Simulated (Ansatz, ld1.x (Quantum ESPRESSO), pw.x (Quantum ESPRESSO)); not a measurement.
**Ta (bcc): variants of one RRKJ potential in the solid**

```
Element                 : Ta (Z = 73)
Generator               : ld1.x (Quantum ESPRESSO) 7.5
Type                    : norm-conserving RRKJ (Kleinman–Bylander form)
Functional              : LDA (PW92)
Relativity              : scalar-relativistic
Frozen core             : [Xe] 4f14
Valence charge          : 5
Reference configuration : 5d3 6s2 6p0
Partial waves           : 6p (bound, empty): rc 2.85 bohr; 5d (bound): rc 2.85 bohr; 6s (bound): rc 2.65 bohr
Local potential         : the s channel
Core correction         : none
```

Crystal test: bcc Ta in pw.x 7.5, no spin, 14³ k-points, Fermi–Dirac smearing 0.01 Ry, cutoffs set for each file from its atomic test. The reference is all-electron LAPW (Ansatz 0.2.0) with the same functional, mesh and smearing; V0 and B0 come from Birch–Murnaghan fits to the pressures at five volumes. Errors are pseudo minus all-electron; Δ is the rms difference of the E(V) curves that follow from these fits, minima aligned, over ±6 % about the mean V0. Mesh and smearing are coarse, so the numbers serve the comparison and aren't converged zero-temperature values; the lattice is a test structure that the element need not adopt.

All-electron: a0 = 3.255 Å (V0 = 17.24 Å³/atom), B0 = 217.7 GPa.

Base: The largest radius (2.85 bohr) exceeds half the bond length (2.66 bohr), so the spheres overlap, which is one possible source of error among others.

1 further variants are left out: they gave no file fit for a test, a broken result, the same result as the base, or pressures whose basis-set error rivals the error shown.

A dash in a converged row means that the minimum lies outside the volumes sampled.

| change | cutoffs (Ry) | pw.x | a0 (Å) | a0 error (%) | B0 error (%) | Δ (meV/atom) | mean pressure error (GPa) |
| --- | --- | --- | --- | --- | --- | --- | --- |
| base | 35/140 | converged | 3.247 | -0.24 | -4.1 | 6.1 | -1.65 |
| wave 6s (bound): rc 2.65 bohr becomes 6s (bound): rc 3.36 bohr | 35/140 | converged | 3.209 | -1.39 | -2.8 | 33.6 | -8.61 |
| core correction a·sin(br)/r model core inside 2.68 bohr | 50/200 | converged | 3.274 | +0.61 | -4.2 | 14.6 | +3.94 |
| type ultrasoft; waves now 6s (bound): rcut 2.30, rcutus 2.65 bohr; 6s channel at 0.15 Ry: rcut 2.30, rcutus 2.65 bohr; 6p (bound): rcut 2.50, rcutus 2.85 bohr; 6p channel at 0.3 Ry: rcut 2.50, rcutus 2.85 bohr; 5d (bound): rcut 2.50, rcutus 2.85 bohr; 5d channel at 2.05 Ry: rcut 2.50, rcutus 2.85 bohr; local potential all-electron potential smoothed inside 2.15 bohr (lloc = -1); augmentation PSQ, radius 2.05 bohr | 40/320 | converged; bound ghost | – | – | – | – | +28.38 |
| wave 5d (bound): rc 2.85 bohr becomes 5d (bound): rc 2.44 bohr | 40/160 | converged | 3.246 | -0.27 | -2.0 | 6.6 | -1.78 |
